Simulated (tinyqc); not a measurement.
UHF in the sto-3g basis, for CH2, spin multiplicity 3, step by step. One step of it, computed by the program tinyqc.

Task: Iteration 2: building the Fock matrix. J_ij = sum D_kl (ij|kl) with D = D(alpha) + D(beta), K_ij = sum D_kl (ik|jl) for each spin; F = H + J - K(s); E = tr D H + tr D J / 2 - 0.5 sum_s tr D(s) K(s) + E_nn.

D(alpha) after iteration 1, order 1C 1s, 1C 2s, 1C 2px, 1C 2py, 1C 2pz, 2H 1s, 3H 1s:
$$\begin{pmatrix}
1.058773 & -0.240410 & 0.000000 & 0.000000 & 0.075665 & -0.004711 & -0.004711 \\
-0.240410 & 1.004607 & 0.000000 & 0.000000 & -0.336647 & -0.063845 & -0.063845 \\
0.000000 & 0.000000 & 1.000000 & 0.000000 & 0.000000 & 0.000000 & 0.000000 \\
0.000000 & 0.000000 & 0.000000 & 0.186726 & 0.000000 & 0.229099 & -0.229099 \\
0.075665 & -0.336647 & 0.000000 & 0.000000 & 0.404449 & 0.300319 & 0.300319 \\
-0.004711 & -0.063845 & 0.000000 & 0.229099 & 0.300319 & 0.552144 & -0.010029 \\
-0.004711 & -0.063845 & 0.000000 & -0.229099 & 0.300319 & -0.010029 & 0.552144
\end{pmatrix}$$

D(beta) after iteration 1, order 1C 1s, 1C 2s, 1C 2px, 1C 2py, 1C 2pz, 2H 1s, 3H 1s:
$$\begin{pmatrix}
1.019117 & -0.077390 & 0.000000 & 0.000000 & -0.026313 & -0.079404 & -0.079404 \\
-0.077390 & 0.335671 & 0.000000 & 0.000000 & 0.088655 & 0.236439 & 0.236439 \\
0.000000 & 0.000000 & 0.000000 & 0.000000 & 0.000000 & 0.000000 & 0.000000 \\
0.000000 & 0.000000 & 0.000000 & 0.139353 & 0.000000 & 0.210285 & -0.210285 \\
-0.026313 & 0.088655 & 0.000000 & 0.000000 & 0.023450 & 0.062593 & 0.062593 \\
-0.079404 & 0.236439 & 0.000000 & 0.210285 & 0.062593 & 0.484484 & -0.150162 \\
-0.079404 & 0.236439 & 0.000000 & -0.210285 & 0.062593 & -0.150162 & 0.484484
\end{pmatrix}$$

core Hamiltonian H = T + V (hartree), order 1C 1s, 1C 2s, 1C 2px, 1C 2py, 1C 2pz, 2H 1s, 3H 1s:
$$\begin{pmatrix}
-18.487309 & -4.458353 & 0.000000 & 0.000000 & -0.008018 & -0.487414 & -0.487414 \\
-4.458353 & -5.439810 & 0.000000 & 0.000000 & -0.090844 & -1.356283 & -1.356283 \\
0.000000 & 0.000000 & -4.347897 & 0.000000 & 0.000000 & 0.000000 & 0.000000 \\
0.000000 & 0.000000 & 0.000000 & -4.456954 & 0.000000 & -1.145623 & 1.145623 \\
-0.008018 & -0.090844 & 0.000000 & 0.000000 & -4.371766 & -0.547759 & -0.547759 \\
-0.487414 & -1.356283 & 0.000000 & -1.145623 & -0.547759 & -2.833416 & -0.168131 \\
-0.487414 & -1.356283 & 0.000000 & 1.145623 & -0.547759 & -0.168131 & -2.833416
\end{pmatrix}$$

Two-electron integrals (ij|kl) in chemists' order, unique and non-zero (hartree):
```
(11|11) 3.541948    (21|11) 0.576921    (21|21) 0.111888    (22|11) 0.854682
(22|21) 0.205284    (22|22) 0.624709    (31|31) 0.020296    (32|31) 0.030858
(32|32) 0.137996    (33|11) 0.852436    (33|21) 0.205335    (33|22) 0.624568
(33|33) 0.672833    (41|41) 0.020296    (42|41) 0.030858    (42|42) 0.137996
(43|43) 0.036269    (44|11) 0.852436    (44|21) 0.205335    (44|22) 0.624568
(44|33) 0.600295    (44|44) 0.672833    (51|51) 0.020296    (52|51) 0.030858
(52|52) 0.137996    (53|53) 0.036269    (54|54) 0.036269    (55|11) 0.852436
(55|21) 0.205335    (55|22) 0.624568    (55|33) 0.600295    (55|44) 0.600295
(55|55) 0.672833    (61|11) 0.062608    (61|21) 0.012077    (61|22) 0.022154
(61|33) 0.022087    (61|41) 0.000628    (61|42) 0.001189    (61|44) 0.022258
(61|51) 0.000294    (61|52) 0.000556    (61|54) 0.000080    (61|55) 0.022125
(61|61) 0.001330    (62|11) 0.180989    (62|21) 0.044205    (62|22) 0.152282
(62|33) 0.148406    (62|41) 0.003751    (62|42) 0.028215    (62|44) 0.157817
(62|51) 0.001755    (62|52) 0.013200    (62|54) 0.004403    (62|55) 0.150466
(62|61) 0.004976    (62|62) 0.053278    (63|31) 0.004065    (63|32) 0.022675
(63|43) 0.005210    (63|53) 0.002438    (63|63) 0.005782    (64|11) 0.152154
(64|21) 0.037592    (64|22) 0.137299    (64|33) 0.130653    (64|41) 0.006745
(64|42) 0.045564    (64|44) 0.148751    (64|51) 0.001254    (64|52) 0.010708
(64|54) 0.006029    (64|55) 0.132333    (64|61) 0.004383    (64|62) 0.056838
(64|64) 0.065313    (65|11) 0.071182    (65|21) 0.017586    (65|22) 0.064232
(65|33) 0.061123    (65|41) 0.001254    (65|42) 0.010708    (65|44) 0.064715
(65|51) 0.004652    (65|52) 0.027684    (65|54) 0.006891    (65|55) 0.066784
(65|61) 0.002050    (65|62) 0.026590    (65|64) 0.027850    (65|65) 0.018811
(66|11) 0.360957    (66|21) 0.089559    (66|22) 0.352725    (66|33) 0.335914
(66|41) 0.008205    (66|42) 0.085959    (66|44) 0.376879    (66|51) 0.003839
(66|52) 0.040214    (66|54) 0.019165    (66|55) 0.344880    (66|61) 0.010144
(66|62) 0.168157    (66|64) 0.196854    (66|65) 0.092094    (66|66) 0.774606
(71|11) 0.062608    (71|21) 0.012077    (71|22) 0.022154    (71|33) 0.022087
(71|41) -0.000628   (71|42) -0.001189   (71|44) 0.022258    (71|51) 0.000294
(71|52) 0.000556    (71|54) -0.000080   (71|55) 0.022125    (71|61) 0.001288
(71|62) 0.004656    (71|64) 0.003821    (71|65) 0.001927    (71|66) 0.009416
(71|71) 0.001330    (72|11) 0.180989    (72|21) 0.044205    (72|22) 0.152282
(72|33) 0.148406    (72|41) -0.003751   (72|42) -0.028215   (72|44) 0.157817
(72|51) 0.001755    (72|52) 0.013200    (72|54) -0.004403   (72|55) 0.150466
(72|61) 0.004656    (72|62) 0.034055    (72|64) 0.027253    (72|65) 0.016558
(72|66) 0.079892    (72|71) 0.004976    (72|72) 0.053278    (73|31) 0.004065
(73|32) 0.022675    (73|43) -0.005210   (73|53) 0.002438    (73|63) 0.003331
(73|73) 0.005782    (74|11) -0.152154   (74|21) -0.037592   (74|22) -0.137299
(74|33) -0.130653   (74|41) 0.006745    (74|42) 0.045564    (74|44) -0.148751
(74|51) -0.001254   (74|52) -0.010708   (74|54) 0.006029    (74|55) -0.132333
(74|61) -0.003821   (74|62) -0.027253   (74|64) -0.019370   (74|65) -0.013066
(74|66) -0.062972   (74|71) -0.004383   (74|72) -0.056838   (74|74) 0.065313
(75|11) 0.071182    (75|21) 0.017586    (75|22) 0.064232    (75|33) 0.061123
(75|41) -0.001254   (75|42) -0.010708   (75|44) 0.064715    (75|51) 0.004652
(75|52) 0.027684    (75|54) -0.006891   (75|55) 0.066784    (75|61) 0.001927
(75|62) 0.016558    (75|64) 0.013066    (75|65) 0.011212    (75|66) 0.040621
(75|71) 0.002050    (75|72) 0.026590    (75|74) -0.027850   (75|75) 0.018811
(76|11) 0.020730    (76|21) 0.005074    (76|22) 0.017930    (76|33) 0.017515
(76|44) 0.018053    (76|51) 0.000356    (76|52) 0.002817    (76|55) 0.018202
(76|61) 0.000555    (76|62) 0.005277    (76|64) 0.004958    (76|65) 0.002921
(76|66) 0.014935    (76|71) 0.000555    (76|72) 0.005277    (76|74) -0.004958
(76|75) 0.002921    (76|76) 0.000677    (77|11) 0.360957    (77|21) 0.089559
(77|22) 0.352725    (77|33) 0.335914    (77|41) -0.008205   (77|42) -0.085959
(77|44) 0.376879    (77|51) 0.003839    (77|52) 0.040214    (77|54) -0.019165
(77|55) 0.344880    (77|61) 0.009416    (77|62) 0.079892    (77|64) 0.062972
(77|65) 0.040621    (77|66) 0.200241    (77|71) 0.010144    (77|72) 0.168157
(77|74) -0.196854   (77|75) 0.092094    (77|76) 0.014935    (77|77) 0.774606
```

nuclear repulsion = 4.55443235 hartree

Give: Coulomb J; exchange K(alpha); exchange K(beta); F(alpha); F(beta); total energy of this density.

Result:

Coulomb J (hartree), order 1C 1s, 1C 2s, 1C 2px, 1C 2py, 1C 2pz, 2H 1s, 3H 1s:
$$\begin{pmatrix}
10.850 & 2.065 & 0.000 & 0.000 & 0.005 & 0.224 & 0.224 \\
2.065 & 4.736 & 0.000 & 0.000 & 0.085 & 1.199 & 1.199 \\
0.000 & 0.000 & 4.707 & 0.000 & 0.000 & 0.000 & 0.000 \\
0.000 & 0.000 & 0.000 & 4.787 & 0.000 & 1.106 & -1.106 \\
0.005 & 0.085 & 0.000 & 0.000 & 4.697 & 0.529 & 0.529 \\
0.224 & 1.199 & 0.000 & 1.106 & 0.529 & 3.165 & 0.141 \\
0.224 & 1.199 & 0.000 & -1.106 & 0.529 & 0.141 & 3.165
\end{pmatrix}$$

exchange K(alpha) (hartree), order 1C 1s, 1C 2s, 1C 2px, 1C 2py, 1C 2pz, 2H 1s, 3H 1s:
$$\begin{pmatrix}
3.616 & 0.633 & 0.000 & 0.000 & 0.002 & 0.072 & 0.072 \\
0.633 & 0.927 & 0.000 & 0.000 & -0.106 & 0.285 & 0.285 \\
0.000 & 0.000 & 0.848 & 0.000 & 0.000 & 0.000 & 0.000 \\
0.000 & 0.000 & 0.000 & 0.526 & 0.000 & 0.270 & -0.270 \\
0.002 & -0.106 & 0.000 & 0.000 & 0.560 & 0.158 & 0.158 \\
0.072 & 0.285 & 0.000 & 0.270 & 0.158 & 0.611 & 0.030 \\
0.072 & 0.285 & 0.000 & -0.270 & 0.158 & 0.030 & 0.611
\end{pmatrix}$$

exchange K(beta) (hartree), order 1C 1s, 1C 2s, 1C 2px, 1C 2py, 1C 2pz, 2H 1s, 3H 1s:
$$\begin{pmatrix}
3.554 & 0.594 & 0.000 & 0.000 & 0.001 & 0.065 & 0.065 \\
0.594 & 0.513 & 0.000 & 0.000 & 0.144 & 0.273 & 0.273 \\
0.000 & 0.000 & 0.098 & 0.000 & 0.000 & 0.000 & 0.000 \\
0.000 & 0.000 & 0.000 & 0.394 & 0.000 & 0.256 & -0.256 \\
0.001 & 0.144 & 0.000 & 0.000 & 0.145 & 0.113 & 0.113 \\
0.065 & 0.273 & 0.000 & 0.256 & 0.113 & 0.577 & 0.016 \\
0.065 & 0.273 & 0.000 & -0.256 & 0.113 & 0.016 & 0.577
\end{pmatrix}$$

F(alpha) (hartree), order 1C 1s, 1C 2s, 1C 2px, 1C 2py, 1C 2pz, 2H 1s, 3H 1s:
$$\begin{pmatrix}
-11.253 & -3.026 & 0.000 & 0.000 & -0.006 & -0.336 & -0.336 \\
-3.026 & -1.631 & 0.000 & 0.000 & 0.100 & -0.442 & -0.442 \\
0.000 & 0.000 & -0.488 & 0.000 & 0.000 & 0.000 & 0.000 \\
0.000 & 0.000 & 0.000 & -0.196 & 0.000 & -0.309 & 0.309 \\
-0.006 & 0.100 & 0.000 & 0.000 & -0.235 & -0.177 & -0.177 \\
-0.336 & -0.442 & 0.000 & -0.309 & -0.177 & -0.279 & -0.057 \\
-0.336 & -0.442 & 0.000 & 0.309 & -0.177 & -0.057 & -0.279
\end{pmatrix}$$

F(beta) (hartree), order 1C 1s, 1C 2s, 1C 2px, 1C 2py, 1C 2pz, 2H 1s, 3H 1s:
$$\begin{pmatrix}
-11.191 & -2.987 & 0.000 & 0.000 & -0.004 & -0.328 & -0.328 \\
-2.987 & -1.217 & 0.000 & 0.000 & -0.150 & -0.430 & -0.430 \\
0.000 & 0.000 & 0.262 & 0.000 & 0.000 & 0.000 & 0.000 \\
0.000 & 0.000 & 0.000 & -0.064 & 0.000 & -0.295 & 0.295 \\
-0.004 & -0.150 & 0.000 & 0.000 & 0.180 & -0.132 & -0.132 \\
-0.328 & -0.430 & 0.000 & -0.295 & -0.132 & -0.245 & -0.044 \\
-0.328 & -0.430 & 0.000 & 0.295 & -0.132 & -0.044 & -0.245
\end{pmatrix}$$

total energy of this density = -38.22522 hartree
